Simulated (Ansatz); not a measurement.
Ansatz (a quantum-chemistry and plane-wave program) input:

Ansatz 0.2 input:
```yaml
crystal:
  periodic: [false, false, false]
  atoms:
    - {symbol: N, position_ang: [-0.00105897, 0.01327707, 0.48254113]}
    - {symbol: F, position_ang: [0.00032817, 1.23270648, -0.15911563]}
    - {symbol: F, position_ang: [1.07118647, -0.62149834, -0.10574733]}
    - {symbol: F, position_ang: [-1.07069100, -0.62153474, -0.11044681]}
basis:
  gaussian:
    orbitals: def2-TZVP
hamiltonian:
  xc: {name: wB97X-V}
relax: {f_tol: 0.003, max_steps: 100}
```

Task: What final total energy does it print?

Result: -354.12873 Eh (wB97X-V/def2-TZVP). The basis has 124 functions.
